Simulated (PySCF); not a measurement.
## How good is the calculation?

Atom-mapped SMILES (the numbers label the heavy atoms): `[CH3:1][C:2]([F:3])([F:4])[F:5]` (H(Xn): hydrogen on atom n).

Published values to compare with: δ 19F F3/F4/F5 -61.1 ppm (measured; G. Saielli, R. Bini, A. Bagno, Computational 19F NMR. 2. Organic compounds, RSC Adv. 2014, ESI (exp. from Berger-Braun-Kalinowski 1994 and Everett 1995)).
σ 19F F3/F4/F5 258.3 ppm (measured; gas, 300 K; M. E. Harding, PhD thesis, Mainz 2008 (Harding, Lenhart, Auer, Gauss, JCP 2008, 128, 244111)).
σ 19F F3/F4/F5 260.4 ppm (CCSD(T)/13s9p4d3f + vibration and temperature (MP2); gas, 300 K; M. E. Harding, PhD thesis, Mainz 2008 (Harding, Lenhart, Auer, Gauss, JCP 2008, 128, 244111)).
σ 19F F3/F4/F5 270.1 ppm (CCSD(T)/13s9p4d3f; gas (isolated, no vibration); M. E. Harding, PhD thesis, Mainz 2008 (Harding, Lenhart, Auer, Gauss, JCP 2008, 128, 244111)). Coupling constants: 1J(C2,F3) -273.0 Hz, 2J(C1,F3) 31.5 Hz, 3J(F3,H(C1)) 12.9 Hz.

In vacuum, non-relativistic Hamiltonian, one conformer, one averaged value for each set of equivalent atoms. GIAO HF/pcSseg-2 shieldings; spin–spin couplings from B3LYP/pcJ-1; PBE0-D3(BJ)/def2-SVP structure; PySCF 2.14.

(1) Set the calculated values beside the experiment.

(2) How far are the unscaled 19F shieldings from the references?

## Answers

(1) 
Reference values: measured (G. Saielli, R. Bini, A. Bagno, Computational 19F NMR. 2. Organic compounds, RSC Adv. 2014, ESI (exp. from Berger-Braun-Kalinowski 1994 and Everett 1995)).
```csv
atoms,quantity,reference,computed
F3/F4/F5,δ 19F vs CFCl3,-61.1,-46.4
```

Reference values: measured (gas, 300 K; M. E. Harding, PhD thesis, Mainz 2008 (Harding, Lenhart, Auer, Gauss, JCP 2008, 128, 244111)).
| atoms | quantity | reference | computed |
| --- | --- | --- | --- |
| F3/F4/F5 | σ 19F | 258.3 | 291.7 |

Reference values: CCSD(T)/13s9p4d3f + vibration and temperature (MP2) (gas, 300 K; M. E. Harding, PhD thesis, Mainz 2008 (Harding, Lenhart, Auer, Gauss, JCP 2008, 128, 244111)).
```
   atoms  quantity  reference  computed
F3/F4/F5     σ 19F      260.4     291.7
```

Reference values: CCSD(T)/13s9p4d3f (gas (isolated, no vibration); M. E. Harding, PhD thesis, Mainz 2008 (Harding, Lenhart, Auer, Gauss, JCP 2008, 128, 244111)).
| atoms | quantity | reference | computed |
| --- | --- | --- | --- |
| F3/F4/F5 | σ 19F | 270.1 | 291.7 |

Absolute shieldings are compared as such; zero-point and thermal motion, absent here, lowers them by some tenths of a ppm for H, a few ppm for C and up to about 10 ppm for F.

Computed shifts are σ(ref) − σ with the named reference compound (TMS for H and C) calculated as an isolated molecule at the same level.

Coupling constants in Hz:
```tsv
coupling	reference	computed	source
1J(C2,F3)	-273.0	-340.4	measured; solution; Gryff-Keller and Szczecinski, RSC Adv. 2016, 6, 82783
2J(C1,F3)	31.5	35.6	measured; solution; Gryff-Keller and Szczecinski, RSC Adv. 2016, 6, 82783
3J(F3,H(C1))	12.9	12.3	measured; solution; Gryff-Keller and Szczecinski, RSC Adv. 2016, 6, 82783
```

(2) Mean signed difference +28.77 ppm, mean absolute 28.77 ppm over 3 comparisons; the largest is +33.4 ppm at F3/F4/F5 (fluorine of a CF3 group).

7 of the 10 published NMR values on file for this molecule are compared. The rest: other calculations.
